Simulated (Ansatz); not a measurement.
For 2H MoTe2, PBE-D4 in Ansatz (PAW) gives:

lattice parameter a: 3.501 Å
lattice parameter c: 13.730 Å

Task: What does PBE0-D4 (PAW; Ansatz, a first-principles code) give for the same quantities?

Result: 
- lattice constant a: 3.463 Å (decreases by 1.1 %)
- lattice parameter c: 13.713 Å (falls by 0.1 %)

For comparison: lattice constant a 3.518 Å (measured, 300 K, not corrected to a static lattice; as tabulated in arXiv:1605.07067); lattice parameter c 13.974 Å (measured, 300 K, no zero-point or thermal correction; as tabulated in arXiv:1605.07067).

Changes are worked out from the printed values.

Unless a cell is named, each level is at its own relaxed cell (PBE-D4 24.29, PBE0-D4 23.73 Å³/atom).

Caveats: a distance lies near a switch of the dispersion term, which can move the cell (PBE0-D4). Ansatz's density-functional and Hartree–Fock values are scalar-relativistic unless marked +SOC, with PAW data made under PBE.
